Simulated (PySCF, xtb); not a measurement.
formic acid (CH2O2), SMILES C(=O)O. One conformer was computed; it need not be the lowest.

Harmonic wavenumbers (cm⁻¹) from GFN2-xTB run with xtb at its own minimum, in rising order: 598, 701, 967, 1123, 1205, 1350, 1810, 2864, 3411.

Question: What does PBE0-D3(BJ)/def2-TZVP (PySCF) give at its own minimum? (An estimate is asked for; the answer gives what the named calculation found.)

Answer: 636, 693, 1063, 1150, 1318, 1405, 1854, 3063, 3765. Paired by order, the mean absolute difference is 104 cm⁻¹ and the zero-point energies are 20.1 and 21.4 kcal/mol.
